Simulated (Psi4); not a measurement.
# One shape, several levels: quartet PH2

Wanted: a comparison of 3 runs (UBLYP/cc-pVTZ, UM06-2X/cc-pVTZ, UCCSD/cc-pVTZ) of quartet PH2. 

The results are computed with Psi4 1.11.

1 further run of the same task is left out (set aside as unsound or not needed).

**1. Starting point**

The species is PH2 (3 atoms), meant as a quartet with charge 0. SMILES of the parent species: `[PH2]`. The shape is that of a PBE0-D4/def2-TZVP optimisation. That shape belongs to the parent species and isn't relaxed for this state.

Bond lengths: P1–H2 1.424 Å, P1–H3 1.424 Å. Angles: H2–P1–H3 91.5°.

**2. Energy and forces at UBLYP/cc-pVTZ (run 1)**

job.dat reads:

```
memory 1.6 GB

molecule {
  0 4
  P
  H 1 R2
  H 1 R3 2 A3

  R2 = 1.423928
  R3 = 1.423924
  A3 = 91.49995
  units angstrom
  symmetry c1
}

set basis cc-pVTZ
set reference uks
set puream true
set e_convergence 1e-09
set d_convergence 1e-08
set scf_type pk
set dft_radial_points 99
set dft_spherical_points 590
set maxiter 100

e, wfn = gradient('blyp', return_wfn=True)
oeprop(wfn, 'WIBERG_LOWDIN_INDICES', 'LOWDIN_CHARGES', 'MAYER_INDICES')
```

Launch:

```sh
$ psi4 job.dat job.out -n 1
```

job.out:

```text
[...]
  Running in c1 symmetry.
[...]
  Nuclear repulsion =   11.408386295415532
[...]
  Multiplicity = 4
[...]
  Nalpha       = 10
  Nbeta        = 7
[...]
    Number of basis functions: 62
[...]
   @UKS iter   1:  -342.23851880661425   -5.28491e-04   4.83484e-03 DIIS/ADIIS
[...]
   @UKS iter  10:  -342.28415583161700   -3.79714e-11   3.32030e-09 DIIS
[...]
   @S^2 Observed:                3.752424357E+00
[...]
  @UKS Final Energy:  -342.28415583161700
   => Energetics <=
    Nuclear Repulsion Energy =             11.4083862954155322
    One-Electron Energy =                -494.6497895042026585
    Two-Electron Energy =                 164.8703967719428931
    DFT Exchange-Correlation Energy =     -23.9131493947727627
    Empirical Dispersion Energy =           0.0000000000000000
    VV10 Nonlocal Energy =                  0.0000000000000000
    Total Energy =                       -342.2841558316169994
[...]
  -Total Gradient:
     Atom            X                  Y                   Z
    ------   -----------------  -----------------  -----------------
       1       -0.036673255766    -0.035726890784     0.000000000000
       2       -0.005739736167     0.042579312769     0.000000000000
       3        0.042413108178    -0.006852308809    -0.000000000000
[...]
```

It took 14 s on 1 thread of Intel Xeon at 2.70GHz, shared host; peak memory 0.73 GiB.

**3. A single-point energy at UM06-2X/cc-pVTZ (run 2)**

job.inp reads:

```
memory 1600 MB

molecule {
  0 4
  P      0.99348572    -0.58462457     0.48794618
  H      0.21663820     1.98702812     0.33400909
  H     -1.21012392    -1.40240355    -0.82197417
  units bohr
  symmetry c1
  no_reorient
  no_com
}

set {
  basis cc-pVTZ
  reference uks
  puream true
  e_convergence 1e-09
  d_convergence 1e-08
  scf_type pk
  dft_radial_points 99
  dft_spherical_points 590
  maxiter 100
}

result = energy('m06-2x')
```

Launch:

```sh
$ psi4 -n 1 job.inp job.out
```

job.out:

```text
[...]
  Running in c1 symmetry.
[...]
  Nuclear repulsion =   11.408385686419805
[...]
  Multiplicity = 4
[...]
  Nalpha       = 10
  Nbeta        = 7
[...]
    Number of basis functions: 62
[...]
   @UKS iter   1:  -342.24582698604468   -1.20525e-01   3.01962e-03 ADIIS/DIIS
[...]
   @UKS iter  11:  -342.26085505960054   -1.36424e-12   2.56686e-09 DIIS
[...]
   @S^2 Observed:                3.753862383E+00
[...]
  @UKS Final Energy:  -342.26085505960054
   => Energetics <=
    Nuclear Repulsion Energy =             11.4083856864198054
    One-Electron Energy =                -494.7254845828500720
    Two-Electron Energy =                 152.3742610112802822
    DFT Exchange-Correlation Energy =     -11.3180171744506310
    Empirical Dispersion Energy =           0.0000000000000000
    VV10 Nonlocal Energy =                  0.0000000000000000
    Total Energy =                       -342.2608550596006012
[...]
 Multipole Moments:
 ------------------------------------------------------------------------------------
     Multipole            Electronic (a.u.)      Nuclear  (a.u.)        Total (a.u.)
 ------------------------------------------------------------------------------------
 L = 1.  Multiply by 2.5417464519 to convert [e a0] to [Debye]
 Dipole X            :        -13.8658570           13.9088001            0.0429431
 Dipole Y            :          8.1594626           -8.1847440           -0.0252814
 Dipole Z            :         -6.8101373            6.8312276            0.0210904
 Magnitude           :                                                    0.0541116
[...]
```

Run time: 15 s. Hardware: 1 thread of Intel Xeon at 2.70GHz, shared host; peak memory 1.2 GiB.

**4. The energy at UCCSD/cc-pVTZ (run 3)**

h2p.xyz reads:

```xyz
3
H2P
P      0.525730    -0.309370     0.258210
H      0.114640     1.051490     0.176750
H     -0.640370    -0.742120    -0.434970
```

run_ase.py reads:

```python
import numpy as np
from ase.calculators.psi4 import Psi4
from ase.io import read

mol = read('h2p.xyz')
calc = Psi4(atoms=mol, method='ccsd', basis='cc-pVTZ', memory='1600MB', num_threads=1, charge=0, multiplicity=4, label='psi4-calc', reference='uhf')
calc.psi4.set_options({'puream': True, 'e_convergence': 1e-09, 'd_convergence': 1e-08, 'scf_type': 'pk', 'num_frozen_docc': 5, 'maxiter': 100})
mol.calc = calc

print(f'energy: {mol.get_potential_energy():.6f} eV')
```

Launch:

```sh
$ python run_ase.py
```

psi4-calc.dat:

```text
[...]
  Running in c1 symmetry.
[...]
  Nuclear repulsion =   11.408385682516982
[...]
  Multiplicity = 4
[...]
  Nalpha       = 10
  Nbeta        = 7
[...]
    Number of basis functions: 62
[...]
   @UHF iter   1:  -341.65399919945799   -2.68383e-01   2.53951e-03 DIIS/ADIIS
[...]
   @UHF iter  12:  -341.68269027302784   -2.84217e-12   5.77993e-09 DIIS
[...]
   @S^2 Observed:                3.761534631E+00
[...]
  @UHF Final Energy:  -341.68269027302784
   => Energetics <=
    Nuclear Repulsion Energy =             11.4083856825169825
    One-Electron Energy =                -494.5596609023211840
    Two-Electron Energy =                 141.4685849467763319
    Total Energy =                       -341.6826902730278448
  UHF NO Occupations:
  HONO-2 :    8  A 1.0000000
  HONO-1 :    9  A 1.0000000
[...]
 Multipole Moments:
 ------------------------------------------------------------------------------------
     Multipole            Electronic (a.u.)      Nuclear  (a.u.)        Total (a.u.)
 ------------------------------------------------------------------------------------
 L = 1.  Multiply by 2.5417464519 to convert [e a0] to [Debye]
 Dipole X            :          1.4653490           -1.4325590            0.0327899
 Dipole Y            :         -0.8623054            0.8430008           -0.0193047
 Dipole Z            :          0.7197081           -0.7036042            0.0161039
 Magnitude           :                                                    0.0413181
[...]
      * MP2 total energy                      = -341.796773470250628
[...]
      * CCSD total energy                     = -341.822997254354448
```

The script printed:

```text
energy: -9301.477530 eV
```

Run time: 13 s. Hardware: 1 thread of Intel Xeon at 2.70GHz, shared host; peak memory 0.45 GiB.

**5. The series**

```csv
run,level,task,properties,energy (Eh),dipole moment (D),HOMO energy (eV),⟨S²⟩,wall time
1,UBLYP/cc-pVTZ,gradient,"(wiberg, lowdin, mayer)",-342.284156,0.08,-1.30,3.752,14 s
2,UM06-2X/cc-pVTZ,energy,–,-342.260855,0.14,-3.14,3.754,15 s
3,UCCSD/cc-pVTZ,energy,–,-341.822997,–,-4.95,3.762,13 s
```

**6. Summary of results**

```
                                                         quantity          value
                                              run 3: total energy  -341.82300 Eh
run 3: HOMO energy (Hartree–Fock orbitals) (highest over α and β)       -4.95 eV
 run 3: LUMO energy (Hartree–Fock orbitals) (lowest over α and β)       -0.56 eV
               run 3: correlation energy (5 core orbitals frozen)     -140.3 mEh
                         run 3: ⟨S²⟩ of the reference determinant          3.762
                                             run 3: T1 diagnostic          0.029
```

Totals of different functionals can't be ranked against each other. All runs together took 43 s, the longest 15 s.
